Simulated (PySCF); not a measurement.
Compound: P5H5.
Z-matrix (Å and degrees, GFN2-xTB geometry), rows numbered from 1:
```
P 
P   1  2.1972
P   2  2.1886  1   99.39
P   3  2.1868  2   93.76  1   -56.87
P   1  2.1853  2  104.76  3    29.64
H   1  1.3957  2   93.31  3   124.28
H   2  1.3947  1   93.62  3    94.16
H   3  1.3947  2   93.42  1  -150.72
H   4  1.3954  3   94.67  2   157.26
H   5  1.4014  1   92.02  2   -88.30
```

The closed-shell SCF was solved with PySCF and density fitting under several settings on one GFN2-xTB geometry (grid level 2 and gas phase unless stated).

| settings | basis functions | SCF cycles | E (Eh) | HOMO (eV) | LUMO (eV) | dipole (D) |
| --- | --- | --- | --- | --- | --- | --- |
| PBE0/pcSseg-1 | 145 | 12 | -1709.0670 | -6.82 | -1.18 | 1.07 |
| B3LYP/def2-SVPD | 160 | 12 | -1709.3526 | -6.46 | -1.22 | 0.72 |
| wB97X-D/pcSseg-1 | 145 | 12 | -1709.6878 | -8.61 | 0.49 | 1.09 |
| HCTH407/def2-SVPD | 160 | 13 | -1709.4767 | -5.81 | -1.97 | 0.71 |
| B97-D/pcSseg-0, start guess sap, fitting basis def2-qzvpp-jkfit | 75 | 11 | -1707.7481 | -5.80 | -2.01 | 1.47 |
| PBE0/pcSseg-1, IEF-PCM chloroform | 145 | 11 | -1709.0732 | -6.65 | -0.94 | 1.42 |

Task: Estimate the row for these settings: B3LYP/pcSseg-1.

Result: 
| settings | basis functions | SCF cycles | E (Eh) | HOMO (eV) | LUMO (eV) | dipole (D) |
| --- | --- | --- | --- | --- | --- | --- |
| B3LYP/pcSseg-1 | 145 | 11 | -1709.8047 | -6.57 | -1.27 | 0.98 |

Task: Over all rows, what range does the HOMO–LUMO gap span?

Result: From 3.79 eV (B97-D/pcSseg-0, start guess sap, fitting basis def2-qzvpp-jkfit) to 9.10 eV (wB97X-D/pcSseg-1). The functional of the narrowest has no exact exchange, that of the widest range-separated exact exchange.

Task: And the dipole moment?

Result: From 0.71 D (HCTH407/def2-SVPD) to 1.47 D (B97-D/pcSseg-0, start guess sap, fitting basis def2-qzvpp-jkfit); the largest is 2.07 times the smallest, and the median is 1.07 D.

Task: Compare two rows with the functional B3LYP: B3LYP/pcSseg-1 and B3LYP/def2-SVPD. Which energy is lower, and by how much?

Result: B3LYP/pcSseg-1 (145 functions) lies 0.4521 Eh or 284 kcal/mol below B3LYP/def2-SVPD (160 functions). The smaller set gives the lower energy; the two sets aren't nested, so the variational bound doesn't order them by size.

B97-D and wB97X-D ran without the empirical dispersion term, which would shift the total energy alone. Cycle counts include a coarse-grid stage where the run had one. Geometry: GFN2-xTB; no vibrations or thermal averaging.
